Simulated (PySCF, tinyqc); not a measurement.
Worked calculation: LCCD on RHF in the sto-3g basis, frozen core, for LiH, spin multiplicity 1. The lowest restricted solution is unstable here: a spin-polarised one lies 0.0019 hartree lower (PySCF). One step of it, computed by the program tinyqc.

Question. LCCD: starting amplitudes. t_ij^ab = <ij||ab> / (e_i + e_j - e_a - e_b), whose energy is MP2.

orbital energies (hartree): MO1 -2.365574, MO2 -0.238919, MO3 0.071289, MO4 0.160823, MO5 0.160823, MO6 0.398233

Two-electron integrals over orbitals (pq|rs), unique and non-zero (hartree); the lowest 1 orbital is frozen and left out:
```
(22|22) 0.451825    (32|22) -0.059317   (32|32) 0.021260    (33|22) 0.213221
(33|32) 0.014388    (33|33) 0.328766    (42|42) 0.021240    (43|42) 0.020287
(43|43) 0.041376    (44|22) 0.245551    (44|32) 0.013434    (44|33) 0.279690
(44|44) 0.312946    (52|52) 0.021240    (53|52) 0.020287    (53|53) 0.041376
(54|54) 0.016869    (55|22) 0.245551    (55|32) 0.013434    (55|33) 0.279690
(55|44) 0.279207    (55|55) 0.312946    (62|22) 0.108277    (62|32) -0.044219
(62|33) -0.018577   (62|44) -0.036602   (62|55) -0.036602   (62|62) 0.130531
(63|22) -0.057742   (63|32) 0.017305    (63|33) 0.036666    (63|44) 0.007911
(63|55) 0.007911    (63|62) -0.039178   (63|63) 0.031089    (64|42) -0.018475
(64|43) -0.011994   (64|64) 0.019250    (65|52) -0.018475   (65|53) -0.011994
(65|65) 0.019250    (66|22) 0.423637    (66|32) -0.049133   (66|33) 0.238705
(66|44) 0.258647    (66|55) 0.258647    (66|62) 0.099024    (66|63) -0.046503
(66|66) 0.419588
```

Give: Starting amplitudes; correlation energy.

Answer.

Starting amplitudes (spin orbitals 1a, 1b, ...; amplitudes related by a flip of all spins are not repeated):
```
from      to       t
2a 2b  6a 6b  -0.102
2a 2b  3a 6b   0.047
2a 2b  3a 3b  -0.034
2a 2b  5a 5b  -0.027
2a 2b  4a 4b  -0.027
```

correlation energy = -0.01936 hartree
